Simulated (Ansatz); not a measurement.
## Basis-set limit of CH3BN, doublet

```yaml
atoms:
  - { symbol: B, position_ang: [-2.1304, 0.0000, 0.0000] }
  - { symbol: H, position_ang: [-2.7271, 1.0336, 0.0000] }
  - { symbol: H, position_ang: [-2.7271, -1.0336, 0.0000] }
  - { symbol: H, position_ang: [-0.7384, 0.0000, 0.0000] }
  - { symbol: N, position_ang: [1.6607, 0.0000, 0.0000] }
  - { symbol: C, position_ang: [0.5006, 0.0000, 0.0000] }
```

Connectivity, by distances: BH2 ··· N–C, 1 bridging H.

Ansatz 0.2.0, UHF determinant, valence electrons correlated. Energies in eV.

| set | X | functions | Hartree–Fock | MP2 correlation | CCSD(T) correlation | time |
| --- | --- | --- | --- | --- | --- | --- |
| def2-TZVPP | 3 | 135 | -3228.0832 | -11.5181 | -13.1131 | 8 s on 1 × NVIDIA H100 80GB HBM3 with 1 thread of AMD EPYC 7R13 Processor (Zen 3), on a shared host |
| def2-QZVPP | 4 | 261 | -3228.2238 | -12.2750 | -13.7777 | 19 s on 1 × NVIDIA H100 80GB HBM3 with 1 thread of AMD EPYC 7R13 Processor (Zen 3), with other jobs on the host |

Hartree–Fock is taken to follow E(X) = E∞ + A·exp(−7.88·√X), correlation E(X) = E∞ + B·X^−2.97.

Cautions: ⟨S²⟩ of the determinant is 0.95 against 0.75, spin contaminated.

Question: Work out the CCSD(T) energy at the limit, and how far the shortcut misses it that extrapolates MP2 and adds CCSD(T) minus MP2 from the smaller set.

Answer: Hartree–Fock: E∞ = E4 + 0.1377·(E4 − E3) = -3228.2432. Correlation: E∞ = E4 + 0.7407·(E4 − E3) = -14.2700 for CCSD(T) and -12.8356 for MP2. The limit is -3242.5132 eV, 0.512 eV below def2-QZVPP. The shortcut gives a correlation energy of -12.8356 + (-1.5950) = -14.4306, 161 meV lower than the direct value.
